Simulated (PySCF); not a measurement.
## Be: ionisation energy

Be [He] 2s2 (1S) → Be⁺ [He] 2s1 (2S), as a difference of total energies. All numbers are calculated (PySCF 2.14, no relativity, point nucleus, in cc-pVQZ (5s4p3d2f1g, 55 functions)). Correlated levels: valence: 1s2 frozen. The calculations carry no spin-orbit coupling.

```json
{"method": "UHF", "ionisation energy (eV)": "8.043", "error (eV)": "-1.280"}
{"method": "LDA", "ionisation energy (eV)": "9.024", "error (eV)": "-0.299"}
{"method": "PBE", "ionisation energy (eV)": "8.997", "error (eV)": "-0.326"}
{"method": "PBE0", "ionisation energy (eV)": "8.972", "error (eV)": "-0.351"}
{"method": "r2SCAN", "ionisation energy (eV)": "8.793", "error (eV)": "-0.530"}
{"method": "B97-3", "ionisation energy (eV)": "9.039", "error (eV)": "-0.284"}
{"method": "HSE06", "ionisation energy (eV)": "8.967", "error (eV)": "-0.356"}
{"method": "M06", "ionisation energy (eV)": "8.947", "error (eV)": "-0.376"}
{"method": "r2SCAN0", "ionisation energy (eV)": "8.829", "error (eV)": "-0.494"}
{"method": "MP2 (valence)", "ionisation energy (eV)": "8.843", "error (eV)": "-0.480"}
{"method": "SCS-MP2 (valence)", "ionisation energy (eV)": "9.003", "error (eV)": "-0.320"}
```

Reference: 9.323 eV (measured; NIST Atomic Spectra Database, ionization energies).

Errors of the correlated levels include the incompleteness of this basis and the frozen core.

MP2 underrates the near-degeneracy of ns² with np² in the lower species.
